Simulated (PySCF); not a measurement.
One ligand Y is varied and pulled off as a radical: Cd(OCH3)1–Y. Gas-phase values, no solvent. One relaxed conformer stands for each flexible species; it need not be the lowest. Multiplicities are imposed; where one is given, others were not computed. Strings in code marks are SMILES.

The highest occupied spin orbital from two functionals at the same geometries (r2SCAN-D4/def2-SVP), both in PySCF: PBE-D3(BJ)/def2-TZVP and r2SCAN-D4/def2-TZVP. 

| species | r2SCAN-D4/def2-TZVP (eV) |
|---|---|
| free radical OH (`[OH]`) | -7.57 |
| free radical CH3 (`[CH3]`) | -5.88 |
| free radical OCH3 (`C[O]`) | -6.35 |
| free radical N(CH3)2 (`C[N]C`) | -5.98 |

Question: What does PBE-D3(BJ)/def2-TZVP give for each?

Answer: 
- free radical OH (`[OH]`): -7.16
- free radical CH3 (`[CH3]`): -5.38
- free radical OCH3 (`C[O]`): -5.95
- free radical N(CH3)2 (`C[N]C`): -5.55
Over these rows, drawn at random from the members with no instability flagged (it was tested for open shells, ions and some series alone), PBE minus r2SCAN-D4: mean +0.43 eV, from +0.40 eV to +0.49 eV.
